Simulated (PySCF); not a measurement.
**doublet H2S+ at CASSCF(7,7)/jun-cc-pV(D+d)Z**

Aim: a structure relaxation of doublet H2S+. 

The results are computed with PySCF 2.14.0.

3 further runs of the same task are left out: 2 that didn't finish, 1 set aside as unsound or not needed.

### Step 1. Starting point

H2S+: 3 atoms, total charge +1, spin state doublet. SMILES of the parent species: `S`. The shape is that of a PBE0-D4/def2-TZVP optimisation. That shape belongs to the parent species and isn't relaxed for this state. The run starts from this shape.

Bond lengths: S1–H2 1.341 Å, S1–H3 1.341 Å. Angles: H2–S1–H3 92.3°.

### Step 2. A geometry optimisation at CASSCF(7,7)/jun-cc-pV(D+d)Z

Contents of input.py:

```python
import numpy
from pyscf import gto, scf, mcscf
from pyscf.geomopt.geometric_solver import kernel as optimise

molecule = gto.Mole()
molecule.atom = '''
S      0.936359    -0.530257     0.460904
H      0.185004     1.885380     0.306892
H     -1.121363    -1.355123    -0.767796
'''
molecule.basis = 'jun-cc-pv(d+d)z'
molecule.max_memory = 1860
molecule.verbose = 3
molecule.unit = 'bohr'
molecule.spin = 1
molecule.charge = 1
molecule.build()

mf = scf.ROHF(molecule)
mf.kernel()
if not mf.converged:
    mf = mf.newton().run(mf.mo_coeff, mf.mo_occ)
uhf = scf.addons.convert_to_uhf(mf)
uhf.kernel(uhf.make_rdm1(uhf.stability()[0], uhf.mo_occ))
noons, natorbs = mcscf.addons.make_natural_orbitals(uhf)
print('natural occupations', numpy.round(noons[:40], 4))
cas = mcscf.CASSCF(mf, 7, 7)
cas.fix_spin_(ss=0.75)
cas.kernel(natorbs)
converged, mol_eq = optimise(cas, maxsteps=100)
print('converged:', converged)
print(mol_eq.tostring())

mf.reset(mol_eq)
molecule = mol_eq
mf.kernel()
if not mf.converged:
    mf = mf.newton().run(mf.mo_coeff, mf.mo_occ)
uhf = scf.addons.convert_to_uhf(mf)
uhf.kernel(uhf.make_rdm1(uhf.stability()[0], uhf.mo_occ))
noons, natorbs = mcscf.addons.make_natural_orbitals(uhf)
print('natural occupations', numpy.round(noons[:40], 4))
cas = mcscf.CASSCF(mf, 7, 7)
cas.fix_spin_(ss=0.75)
cas.kernel(natorbs)
e_tot = cas.e_tot
print('Final energy', e_tot)
mf.analyze()
```

Started as:

```console
OMP_NUM_THREADS=1 python input.py
```

Standard output:

```text
converged SCF energy = -398.355959411394
<class 'pyscf.scf.uhf.UHF'> wavefunction is stable in the internal stability analysis
converged SCF energy = -398.361199483359  <S^2> = 0.76304929  2S+1 = 2.013007
natural occupations [ 2.0000e+00  2.0000e+00  2.0000e+00  2.0000e+00  2.0000e+00  1.9997e+00
  1.9993e+00  1.9944e+00  1.0000e+00  5.6000e-03  7.0000e-04  3.0000e-04
  0.0000e+00  0.0000e+00  0.0000e+00  0.0000e+00  0.0000e+00  0.0000e+00
  0.0000e+00  0.0000e+00  0.0000e+00  0.0000e+00  0.0000e+00  0.0000e+00
  0.0000e+00  0.0000e+00 -0.0000e+00 -0.0000e+00 -0.0000e+00 -0.0000e+00
 -0.0000e+00 -0.0000e+00 -0.0000e+00 -0.0000e+00 -0.0000e+00 -0.0000e+00
 -0.0000e+00]
CASSCF energy = -398.410497629318
CASCI E = -398.410497629318  E(CI) = -15.8720136540609  S^2 = 0.7500000

[... 34 lines left out ...]
converged SCF energy = -398.355959411395
[... 18 lines left out ...]
converged SCF energy = -398.355858438152
[... 19 lines left out ...]
CASSCF energy = -398.411186209393
[... 29 lines left out ...]
Converged! =D
[... 7 lines left out ...]
converged SCF energy = -398.361105264168  <S^2> = 0.76325501  2S+1 = 2.0132114
[... 12 lines left out ...]
MO #1   energy= -92.3627610512845  | -92.3673155002831  | -92.358206602286   occ= 2
[... 3 lines left out ...]
MO #37  energy= 4.76969281227682   | 4.76808478727375   | 4.77130083727988   occ= 0
[... 5 lines left out ...]
WARN: System has nonzero charge 1; the dipole moment is origin-dependent.
Location of origin: [0. 0. 0.]

Dipole moment(X, Y, Z, Debye):  0.69488, -0.39355,  0.34202
```

Run time: 7.8 s. Hardware: 1 thread of Arm Neoverse V1, shared host; peak memory 0.17 GiB.

The path in brief:

```tsv
step	energy from the first frame kept (eV)	largest force (eV/Å)
0	0.0000	0.7843
1	-0.0186	0.0256
2	-0.0187	0.0040
3	-0.0187	0.0001
```

After the run. Bond lengths: S1–H2 1.367 Å, S1–H3 1.367 Å. Angles: H2–S1–H3 93.7°.

### Step 3. Outcome

At CASSCF(7,7)/jun-cc-pV(D+d)Z:

| quantity | value |
| --- | --- |
| total energy at the end | -398.41119 Eh |

In words: At the final geometry: Bond lengths: S1–H2 1.367 Å, S1–H3 1.367 Å. Angles: H2–S1–H3 93.7°. The optimisation took 3 steps and changed the energy by -0.019 eV.
